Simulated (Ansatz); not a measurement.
# AlH₅SSi: small, medium and large basis sets

One table from this session's results is given with a row withheld; the runs are named, their logs left out.

Method: one geometry, several basis sets; program: Ansatz 0.2.0, Gaussian basis.

Plan: PBE0-D4/def2-SVP; ωB97M-V/def2-SVP; PBE0-D4/def2-QZVPP; ωB97M-V/def2-QZVPP; the functionals' def2-TZVPP values are taken from earlier runs.

1 further run of the same task is left out (it didn't finish).

## The geometry

All runs share one geometry, relaxed beforehand with PBE0-D4 in a triple-zeta def2 set.

8 atoms, charge 0, spin multiplicity 1.

Atoms are counted from 1 here; the program's logs count them from 0.

Bond lengths: Al1–Si2 2.458 Å, Al1–H4 1.586 Å, Al1–H5 1.588 Å, Si2–S3 2.149 Å, Si2–H6 1.493 Å, Si2–H7 1.493 Å, S3–H8 1.344 Å. Angles: Si2–Al1–H4 120.7°, Si2–Al1–H5 119.4°, H4–Al1–H5 120.0°, Al1–Si2–S3 107.2°, Al1–Si2–H6 111.7°, Al1–Si2–H7 111.7°, S3–Si2–H6 110.2°, S3–Si2–H7 110.1°, H6–Si2–H7 106.0°, Si2–S3–H8 96.4°.

Set-up of the first run:

The input, in.yaml:

```yaml
crystal:
  periodic: [false, false, false]
  atoms:
    - {symbol: Al, position_ang: [-1.211763, 0.916696, -0.996163]}
    - {symbol: Si, position_ang: [0.643546, 0.023785, 0.345493]}
    - {symbol: S, position_ang: [0.204985, -2.042578, 0.740512]}
    - {symbol: H, position_ang: [-2.432425, -0.009854, -1.406386]}
    - {symbol: H, position_ang: [-1.181107, 2.437318, -1.453171]}
    - {symbol: H, position_ang: [0.805256, 0.769651, 1.628322]}
    - {symbol: H, position_ang: [1.948537, 0.144992, -0.368918]}
    - {symbol: H, position_ang: [1.315171, -2.297109, 1.454613]}
basis:
  gaussian: {orbitals: def2-SVP}
hamiltonian: {xc: pbe0, dispersion: d4}
output: {orbitals: {seedname: orbitals}}
```

On the command line:

```
> ansatz run in.yaml --threads 2 --pin off --events-out ev --progress --plain --max-ram 4352MiB
```

Among the steps run: PBE0-D4 in def2-SVP; ωB97M-V in def2-SVP; PBE0-D4 in def2-QZVPP; ωB97M-V in def2-QZVPP.

One of the session's tables, all rows but one given; the rest of the session is left out.

It belongs to the step «Density functionals: the series». 

```
functional       basis  HOMO (eV)  LUMO (eV)
   PBE0-D4    def2-SVP      -7.21      -2.18
   PBE0-D4  def2-TZVPP      -7.37      -2.19
   PBE0-D4  def2-QZVPP      -7.40      -2.21
   ωB97M-V    def2-SVP      -9.35      -0.48
   ωB97M-V  def2-TZVPP      -9.55      -0.55
   ωB97M-V  def2-QZVPP          ?          ?
```

Estimate the missing values for ωB97M-V, def2-QZVPP.

**Answer.** HOMO (eV): -9.59; LUMO (eV): -0.64. In the column «HOMO (eV)» it is the lowest.
